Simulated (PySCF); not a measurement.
Gas-phase reaction: SiF4 + 3 Si(OH)4 ⇌ 4 SiF(OH)3

Computed with PySCF (xtb for GFN2) and rigid-rotor harmonic-oscillator thermochemistry at 1 bar. † marks an energy on the PBE0/def2-TZVP geometry and frequencies; other levels use their own. MP2 and CCSD(T) freeze the core. All species are closed-shell singlets. SiF(OH)3: computed as isolated molecules; such fragments, hydroxides, amides, oligomers or adducts are transient or little studied in the gas. MP2 isn't extrapolated to the basis-set limit. CCSD(T) isn't extrapolated to the basis-set limit.

```csv
level,"ΔH°(298 K), kJ"
CCSD(T)/def2-TZVPP†,…
GFN2-xTB,-73
HF/def2-TZVP†,-20
MP2/def2-TZVPP†,-10
PBE0/def2-QZVP†,-17
r2SCAN/def2-TZVP†,…
LDA/def2-TZVP†,…
```

Some entries are withheld; supply them.


- CCSD(T)/def2-TZVPP†, ΔH°(298 K), kJ: -11
- r2SCAN/def2-TZVP†, ΔH°(298 K), kJ: -14
- LDA/def2-TZVP†, ΔH°(298 K), kJ: -14
